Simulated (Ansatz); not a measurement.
# AlBClH3: the cost of one run

Method: single points in def2-TZVPP; program: Ansatz 0.2.0, Gaussian basis.

Correlated methods freeze the cores.

2 further runs of the same task are left out: 2 that didn't finish.

**1. The system as given**

SMILES `[AlH2][BH]Cl`, 6 atoms, charge 0, spin multiplicity 1.

Atoms are counted from 1 here; the program's logs count them from 0.

Bond lengths: Al1–B2 2.106 Å, Al1–Cl3 2.653 Å, Al1–H4 1.618 Å, Al1–H5 1.659 Å, B2–Cl3 1.710 Å, B2–H6 1.191 Å. Angles: B2–Al1–Cl3 40.1°, B2–Al1–H4 117.6°, B2–Al1–H5 123.3°, Cl3–Al1–H4 77.5°, Cl3–Al1–H5 162.7°, H4–Al1–H5 118.8°, Al1–B2–Cl3 87.4°, Al1–B2–H6 154.2°, Cl3–B2–H6 116.2°, Al1–Cl3–B2 52.5°.

Coordinates:

```xyz
6
AlBClH3
Al   -0.67556    0.44185   -0.52222
B     0.84684   -0.06992    0.83934
Cl    0.73705   -1.66878    0.24308
H    -1.27110   -0.73611   -1.45826
H    -1.17983    2.00133   -0.78106
H     1.77561    0.16381    1.54686
```

**2. PBE-D4/def2-TZVPP**

The input, run/in.yaml:

```yaml
crystal:
  periodic: [false, false, false]
  atoms:
    - {symbol: Al, position_ang: [-0.675563, 0.441853, -0.522218]}
    - {symbol: B, position_ang: [0.846841, -0.069915, 0.839340]}
    - {symbol: Cl, position_ang: [0.737054, -1.668776, 0.243080]}
    - {symbol: H, position_ang: [-1.271098, -0.736110, -1.458263]}
    - {symbol: H, position_ang: [-1.179827, 2.001327, -0.781063]}
    - {symbol: H, position_ang: [1.775611, 0.163812, 1.546861]}
basis:
  gaussian: {orbitals: def2-TZVPP}
hamiltonian: {xc: pbe, dispersion: d4}
output: {forces: true}
```

On the command line:

```console
> ansatz run in.yaml --threads 2 --pin off --events-out ev --progress --plain --max-ram 3481MiB
```

Q: Estimate wall time and peak memory on 2 threads of Intel Xeon at 2.50GHz, shared host.

About 7.6 s, with a peak of 0.17 GiB.
